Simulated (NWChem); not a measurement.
# One shape, several levels: CH7PSi (SMILES [SiH3]CP)

Aim: a comparison of 4 runs (HF/STO-3G, HF/3-21G, B3LYP/6-31G*) of CH7PSi. 

Program for the calculation: NWChem 7.3.0.

## Step 1: The system as given

CH7PSi: 10 atoms, total charge 0, spin state singlet. As SMILES, `[SiH3]CP`. Geometry: relaxed at GFN2-xTB. This is one conformer, not always the lowest.

Bond lengths: Si1–C2 1.907 Å, C2–P3 1.852 Å, Si1–H4 1.464 Å, Si1–H5 1.464 Å, Si1–H6 1.464 Å, C2–H7 1.093 Å, C2–H8 1.093 Å, P3–H9 1.396 Å, P3–H10 1.396 Å. Some angles: Si1–C2–P3 115.7°, Si1–C2–H7 110.9°, Si1–C2–H8 110.8°, P3–C2–H7 106.4°, P3–C2–H8 106.4°, C2–Si1–H4 108.0°, C2–Si1–H5 109.1°, C2–Si1–H6 109.1°, C2–P3–H9 96.7°, C2–P3–H10 96.7°.

## Step 2: Energy and gradient at HF/STO-3G (run 1)

File ch7psi.nw:

```
START ch7psi
memory total 2200 mb
GEOMETRY units angstrom noautosym nocenter noautoz
  Si      -0.973300       0.532370      -0.615490
  C        0.169020      -0.882870      -0.041230
  P        1.561360      -0.388620       1.074810
  H       -2.002660      -0.042360      -1.482670
  H       -0.179480       1.519440      -1.350480
  H       -1.585710       1.158620       0.558180
  H        0.624190      -1.387210      -0.897460
  H       -0.398920      -1.648060       0.494150
  H        0.806820       0.420230       1.926980
  H        1.978690       0.718460       0.333210
END
BASIS spherical bse
  * library STO-3G
END
SCF
  thresh 1e-08
  maxiter 80
END
TASK scf gradient
```

Run with:

```console
nwchem ch7psi.nw > ch7psi.out
```

Standard output:

```text
[...]
  functions       =    30
[...]
  wavefunction    = RHF
[...]
         Total SCF energy =   -664.000531767433
      One-electron energy =  -1220.513933418027
      Two-electron energy =    406.778029171551
 Nuclear repulsion energy =    149.735372479043
        Time for solution =      1.3s
[...]
                         RHF ENERGY GRADIENTS
    atom               coordinates                        gradient
                 x          y          z           x          y          z
   1 Si     -1.839270   1.006033  -1.163107   -0.000935   0.009025   0.001007
   2 C       0.319401  -1.668382  -0.077913    0.002661  -0.008096   0.000446
   3 P       2.950543  -0.734385   2.031096    0.003145  -0.016513  -0.000808
   4 H      -3.784479  -0.080049  -2.801840   -0.013411  -0.012797  -0.012311
   5 H      -0.339168   2.871325  -2.552037    0.014168   0.014279  -0.011085
   6 H      -2.996557   2.189474   1.054807   -0.008444   0.008478   0.019619
   7 H       1.179548  -2.621447  -1.695953    0.007422  -0.004619  -0.004185
   8 H      -0.753849  -3.114382   0.933808   -0.000797  -0.006711   0.006946
   9 H       1.524669   0.794120   3.641464   -0.004237   0.007882   0.003341
  10 H       3.739182   1.357693   0.629676    0.000428   0.009071  -0.002969
[...]
```

Run time: 2.4 s. Hardware: 1 thread of Intel Xeon Platinum 8488C (Sapphire Rapids), shared host; peak memory 0.1 GiB.

## Step 3: Energy and gradient at HF/3-21G (run 2)

Edit ch7psi.nw of step 2 so:

```diff
@@ -1,4 +1,5 @@
-START ch7psi
-memory total 2200 mb
-GEOMETRY units angstrom noautosym nocenter noautoz
+start ch7psi
+memory 2200 mb
+
+geometry units angstrom noautosym nocenter noautoz
   Si      -0.973300       0.532370      -0.615490
@@ -13,10 +14,14 @@
   H        1.978690       0.718460       0.333210
-END
-BASIS spherical bse
-  * library STO-3G
-END
-SCF
+end
+
+basis "ao basis" spherical bse
+  * library 3-21G
+end
+
+scf
   thresh 1e-08
   maxiter 80
-END
-TASK scf gradient
+  print low
+end
+
+task scf gradient
```

Run with:

```console
nwchem ch7psi.nw > ch7psi.out
```

Standard output:

```text
[...]
  functions       =    49
[...]
  wavefunction    = RHF
[...]
         Total SCF energy =   -668.080321581565
      One-electron energy =  -1221.651422031570
      Two-electron energy =    403.835727970962
 Nuclear repulsion energy =    149.735372479043
        Time for solution =      1.6s
[...]
                         RHF ENERGY GRADIENTS
    atom               coordinates                        gradient
                 x          y          z           x          y          z
   1 Si     -1.839270   1.006033  -1.163107   -0.004648   0.012993  -0.000975
   2 C       0.319401  -1.668382  -0.077913    0.010417   0.016252   0.010715
   3 P       2.950543  -0.734385   2.031096   -0.015456   0.001970  -0.011020
   4 H      -3.784479  -0.080049  -2.801840    0.008889   0.000190   0.006577
   5 H      -0.339168   2.871325  -2.552037   -0.003646  -0.007132   0.004665
   6 H      -2.996557   2.189474   1.054807    0.004471  -0.005047  -0.006348
   7 H       1.179548  -2.621447  -1.695953    0.005231  -0.002364  -0.002416
   8 H      -0.753849  -3.114382   0.933808   -0.000222  -0.003752   0.004962
   9 H       1.524669   0.794120   3.641464    0.006075  -0.004371  -0.014784
  10 H       3.739182   1.357693   0.629676   -0.011111  -0.008740   0.008624
[...]
```

It took 2.7 s on 1 thread of Intel Xeon Platinum 8488C (Sapphire Rapids), shared host; peak memory 0.1 GiB.

Run 3 isn't shown in full; the table further down has it.

## Step 4: Energy and forces at B3LYP/6-31G(d) (spherical functions) (run 4)

File ch7psi.nw:

```
start ch7psi
title "CH7PSi B3LYP"
memory total 2200 mb
geometry units angstroms noautosym nocenter noautoz
Si    -0.973300     0.532370    -0.615490
C      0.169020    -0.882870    -0.041230
P      1.561360    -0.388620     1.074810
H     -2.002660    -0.042360    -1.482670
H     -0.179480     1.519440    -1.350480
H     -1.585710     1.158620     0.558180
H      0.624190    -1.387210    -0.897460
H     -0.398920    -1.648060     0.494150
H      0.806820     0.420230     1.926980
H      1.978690     0.718460     0.333210
end
basis spherical bse
* library 6-31G*
end
dft
xc b3lyp
grid xfine
convergence energy 1e-08
iterations 100
mulliken
end
task dft gradient
```

Run with:

```console
nwchem ch7psi.nw > ch7psi.out
```

Standard output:

```text
[...]
          Wavefunction type:  closed shell.
          No. of atoms     :    10
          No. of electrons :    42
[...]
          Charge           :     0
          Spin multiplicity:     1
[...]
          AO basis - number of functions:    64
[...]
              XC Information
              --------------
                         B3LYP Method XC Potential
                     Hartree-Fock (Exact) Exchange  0.200
                        Slater Exchange Functional  0.800 local
                    Becke 1988 Exchange Functional  0.720 non-local
              Lee-Yang-Parr Correlation Functional  0.810
                  VWN I RPA Correlation Functional  0.190 local
[...]
 d= 0,ls=0.0,diis     1   -673.1156379662 -8.23D+02  7.42D-03  2.08D-01     3.5
[...]
 d= 0,ls=0.0,diis     8   -673.1433713295 -4.04D-10  2.42D-06  2.09D-08    24.0
         Total DFT energy =     -673.143371329451
      One electron energy =    -1226.675617984676
           Coulomb energy =      456.086825830846
    Exchange-Corr. energy =      -52.289951654663
 Nuclear repulsion energy =      149.735372479043
[...]
  wavefunction    = closed shell
                         DFT ENERGY GRADIENTS
    atom               coordinates                        gradient
                 x          y          z           x          y          z
   1 Si     -1.839270   1.006033  -1.163107   -0.010383   0.016296  -0.004573
   2 C       0.319401  -1.668382  -0.077913    0.005805  -0.002541   0.003799
   3 P       2.950543  -0.734385   2.031096   -0.008547   0.010186  -0.004400
   4 H      -3.784479  -0.080049  -2.801840    0.008917   0.000230   0.006605
   5 H      -0.339168   2.871325  -2.552037   -0.003302  -0.006595   0.004559
   6 H      -2.996557   2.189474   1.054807    0.004385  -0.004622  -0.005871
   7 H       1.179548  -2.621447  -1.695953    0.001102   0.001398   0.003217
   8 H      -0.753849  -3.114382   0.933808    0.003084   0.001905   0.000490
   9 H       1.524669   0.794120   3.641464    0.005961  -0.006478  -0.010756
  10 H       3.739182   1.357693   0.629676   -0.007023  -0.009780   0.006930
[...]
```

Wall time 32 s (1 thread of Intel Xeon Platinum 8488C (Sapphire Rapids), shared host); peak memory 0.14 GiB.

## Step 5: The series

```
run                               level  Cartesian functions  iteration cap  energy (Eh)  largest force (eV/Å)  wall time
  1                           HF/STO-3G                   no             80  -664.000532                 1.182      2.4 s
  2                            HF/3-21G                   no             80  -668.080322                 1.135      2.7 s
  3  B3LYP/6-31G* (Cartesian functions)                  yes            100  -673.148261                 1.032       33 s
  4  B3LYP/6-31G* (spherical functions)                   no            100  -673.143371                 1.021       32 s
```

## Step 6: Results

| quantity | value |
| --- | --- |
| run 4: total energy | -673.14337 Eh |
| run 4: dipole moment | 0.85 D |
| run 4: HOMO energy | -6.72 eV |
| run 4: LUMO energy | 0.32 eV |
| run 4: HOMO–LUMO gap | 7.04 eV |
| run 4: largest force on an atom | 1.021 eV/Å |

In words: In run 1 the basis is minimal, so the values are rough. All runs together took 71 s, the longest 33 s.
